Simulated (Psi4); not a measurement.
Psi4 input (wB97X-D/6-311+G**):

```
memory 1500 MB

molecule {
-1 1
S    -0.00000000   -0.00000000   -0.07936290
H     0.00000000    0.00000000    1.26980637
symmetry c1
no_reorient
no_com
}

set {
  basis 6-311+G**
  reference rks
  scf_type pk
  dft_radial_points 99
  dft_spherical_points 590
  e_convergence 1e-8
  d_convergence 1e-7
  maxiter 150
}

e = energy('wb97x-d')
print_out(f'\nFINAL {e:.10f} DIPOLE {variable("CURRENT DIPOLE")[0]:.6f} {variable("CURRENT DIPOLE")[1]:.6f} {variable("CURRENT DIPOLE")[2]:.6f}\n')
```

Output:

```
   => Loading Basis Set <=

    Name: 6-311+G**
    Role: ORBITAL
    Keyword: BASIS
    atoms 1 entry S          line   429 file 6-311pgss.gbs
    atoms 2 entry H          line    42 file 6-311pgss.gbs

   => WB97X-D: Empirical Dispersion <=

    Chai and Head-Gordon Dispersion Correction
    Chai, J.-D.; Head-Gordon, M. (2010), J. Chem. Phys., 132: 6615-6620

        s6 =       1.000000

         ---------------------------------------------------------
                                   SCF
               by Justin Turney, Rob Parrish, Andy Simmonett
                          and Daniel G. A. Smith
                              RKS Reference
         ---------------------------------------------------------

  ==> Geometry <==

    Molecular point group: c1
    Full point group: C_inf_v

    Geometry (in Angstrom), charge = -1, multiplicity = 1:

       Center              X                  Y                   Z               Mass
    ------------   -----------------  -----------------  -----------------  -----------------
         S            0.000000000000     0.000000000000    -0.079362900000    31.972071174400
         H            0.000000000000     0.000000000000     1.269806370000     1.007825032230

  Running in c1 symmetry.

  Rotational constants: A = ************  B =      9.22997  C =      9.22997 [cm^-1]
  Rotational constants: A = ************  B = 276707.66145  C = 276707.66145 [MHz]
  Nuclear repulsion =    6.275591624407515

  Charge       = -1
  Multiplicity = 1
  Electrons    = 18
  Nalpha       = 9
  Nbeta        = 9

  ==> Algorithm <==

  SCF Algorithm Type is PK.
  DIIS enabled.
  MOM disabled.
  Fractional occupation disabled.
  Guess Type is SAD.
  Energy threshold   = 1.00e-08
  Density threshold  = 1.00e-07
  Integral threshold = 1.00e-12

  ==> Primary Basis <==

  Basis Set: 6-311+G**
    Blend: 6-311+G**
    Number of shells: 18
    Number of basis functions: 36
    Number of Cartesian functions: 37
    Spherical Harmonics?: true
    Max angular momentum: 2

  ==> DFT Potential <==

   => LibXC <=

    Version 7.1.2
    S. Lehtola, C. Steigemann, M. J. T. Oliveira, and M. A. L. Marques,  SoftwareX 7, 1–5 (2018) (10.1016/j.softx.2017.11.002)

   => Composite Functional: WB97X-D <=

    wB97X-D Hyb-GGA Exchange-Correlation Functional

    J.-D. Chai and M. Head-Gordon,  Phys. Chem. Chem. Phys. 10, 6615–6620 (2008) (10.1039/B810189B)

    Deriv               =              1
    GGA                 =           TRUE
    Meta                =          FALSE

    Exchange Hybrid     =           TRUE
    MP2 Hybrid          =          FALSE

   => Exchange-Correlation Functionals <=

    1.0000   wB97X-D range-separated functional

   => Exact (HF) Exchange <=

    0.7780            HF,LR [omega = 0.2000]
    0.2220               HF

   => LibXC Density Thresholds  <==

    XC_HYB_GGA_XC_WB97X_D:  1.00E-14

   => Molecular Quadrature <=

    Radial Scheme          =       TREUTLER
    Pruning Scheme         =           NONE
    Nuclear Scheme         =       TREUTLER

    Blocking Scheme        =         OCTREE
    BS radius alpha        =              1
    Pruning alpha          =              1
    Radial Points          =             99
    Spherical Points       =            590
    Total Points           =         113542
    Total Blocks           =            918
    Max Points             =            256
    Max Functions          =             36
    Weights Tolerance      =       1.00E-15

  ==> Integral Setup <==

  Using in-core PK algorithm.
   Calculation information:
      Number of atoms:                   2
      Number of AO shells:              18
      Number of primitives:             31
      Number of atomic orbitals:        37
      Number of basis functions:        36

      Integral cutoff                 1.00e-12
      Number of threads:                 1

  Performing in-core PK
  Using 666333 doubles for integral storage.
  We computed 14706 shell quartets total.
  Whereas there are 14706 unique shell quartets.

  Computing range-separated integrals for PK
  We computed 14706 wK shell quartets total.
  Whereas there are 14706 wK unique shell quartets.

  ==> DiskJK: Disk-Based J/K Matrices <==

    J tasked:                  Yes
    K tasked:                  Yes
    wK tasked:                 Yes
    Omega:               2.000E-01
    Schwarz Cutoff:          1E-12


  Cached 100.0% of DFT collocation blocks in 0.100 [GiB].

  Minimum eigenvalue in the overlap matrix is 2.3489828025E-02.
  Reciprocal condition number of the overlap matrix is 5.4929510681E-03.
    Using symmetric orthogonalization.

  ==> Pre-Iterations <==

  SCF Guess: Superposition of Atomic Densities via on-the-fly atomic UHF (no occupation information).

   -------------------------
    Irrep   Nso     Nmo
   -------------------------
     A         36      36
   -------------------------
    Total      36      36
   -------------------------

  ==> Iterations <==

                        Total Energy        Delta E     RMS |[F,P]|

   @RKS iter SAD:  -398.39147916937213   -3.98391e+02   0.00000e+00
   @RKS iter   1:  -398.69464304535842   -3.03164e-01   1.53662e-02 DIIS/ADIIS
   @RKS iter   2:  -398.75644640069953   -6.18034e-02   1.26964e-02 DIIS/ADIIS
   @RKS iter   3:  -398.83347514804478   -7.70287e-02   4.39030e-04 DIIS/ADIIS
   @RKS iter   4:  -398.83373911113063   -2.63963e-04   1.32444e-04 DIIS/ADIIS
   @RKS iter   5:  -398.83375765962387   -1.85485e-05   3.05492e-05 DIIS
   @RKS iter   6:  -398.83375911935684   -1.45973e-06   7.65174e-06 DIIS
   @RKS iter   7:  -398.83375932356194   -2.04205e-07   3.10259e-06 DIIS
   @RKS iter   8:  -398.83375934291598   -1.93540e-08   4.59398e-07 DIIS
   @RKS iter   9:  -398.83375934364528   -7.29301e-10   7.04478e-08 DIIS
  Energy and wave function converged.

  ==> Post-Iterations <==

   Electrons on quadrature grid:
      Ntotal   =   17.9999999890 ; deviation = -1.098e-08

    Orbital Energies [Eh]
    ---------------------

    Doubly Occupied:

       1A    -88.726883     2A     -7.766663     3A     -5.716301
       4A     -5.709045     5A     -5.709045     6A     -0.520713
       7A     -0.209012     8A     -0.069175     9A     -0.069175

    Virtual:

      10A      0.236962    11A      0.248982    12A      0.250885
      13A      0.250885    14A      0.341784    15A      0.569603
      16A      0.609726    17A      0.609726    18A      0.667159
      19A      0.901271    20A      1.064333    21A      1.064333
      22A      1.159106    23A      1.159106    24A      1.309029
      25A      1.794188    26A      1.794188    27A      2.012508
      28A      2.040743    29A      2.040743    30A      2.436779
      31A      2.868162    32A      8.101321    33A     17.714709
      34A     17.714709    35A     17.753784    36A    189.326653

    Final Occupation by Irrep:
              A
    DOCC [     9 ]
    NA   [     9 ]
    NB   [     9 ]

  @RKS Final Energy:  -398.83375934364528

   => Energetics <=

    Nuclear Repulsion Energy =              6.2755916244075145
    One-Electron Energy =                -568.1494041330438449
    Two-Electron Energy =                 182.0833494553860419
    DFT Exchange-Correlation Energy =     -19.0432938714954645
    Empirical Dispersion Energy =          -0.0000024188995728
    VV10 Nonlocal Energy =                  0.0000000000000000
    Total Energy =                       -398.8337593436452835

Computation Completed

Properties will be evaluated at   0.000000,   0.000000,   0.000000 [a0]

Properties computed using the SCF density matrix

 Multipole Moments:

 ------------------------------------------------------------------------------------
     Multipole            Electronic (a.u.)      Nuclear  (a.u.)        Total (a.u.)
 ------------------------------------------------------------------------------------

 L = 1.  Multiply by 2.5417464519 to convert [e a0] to [Debye]
 Dipole X            :          0.0000000            0.0000000            0.0000000
 Dipole Y            :          0.0000000            0.0000000            0.0000000
 Dipole Z            :          0.4061826           -0.0000001            0.4061825
 Magnitude           :                                                    0.4061825

 ------------------------------------------------------------------------------------

FINAL -398.8337593436 DIPOLE 0.000000 0.000000 0.406183

*** Psi4 exiting successfully. Buy a developer a beer!
```

The dipole moment of an ion depends on the origin.
